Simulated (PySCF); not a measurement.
## Working out the electron affinity of B

B⁻ [He] 2s2 2p2 (3P) → B [He] 2s2 2p1 (2P). Calculation: PySCF 2.14, in aug-cc-pCVTZ-DK (7s6p4d2f, 59 functions); the spin-free X2C one-electron Hamiltonian (Gaussian nucleus). Frozen: nothing. Energies in hartree (1 hartree = 27.21139 eV):

```json
{"part": "UHF", "B⁻ (lower)": "-24.527693", "B (upper)": "-24.538927"}
{"part": "MP2 opposite-spin", "B⁻ (lower)": "-0.091375", "B (upper)": "-0.083248"}
{"part": "MP2 same-spin", "B⁻ (lower)": "-0.016079", "B (upper)": "-0.005406"}
```

What does Hartree-Fock give?

(-24.538927) − (-24.527693) = -0.011234 hartree = -0.306 eV.

What do MP2 and SCS-MP2 (6/5 opposite-spin, 1/3 same-spin) give?

The opposite-spin parts differ by 0.221 eV and the same-spin parts by 0.290 eV. MP2: -0.306 + (0.221) + (0.290) = 0.205 eV. SCS-MP2: -0.306 + 1.2 × (0.221) + (0.290)/3 = 0.056 eV.

A first-order spin-orbit estimate adds -0.001 eV to MP2 (valence and next inner shell), giving 0.204 eV against 0.280 eV (measured; photodetachment measurements, as compiled on the Wikipedia data page of electron affinities).

What remains against the reference includes basis incompleteness and correlation beyond second order.
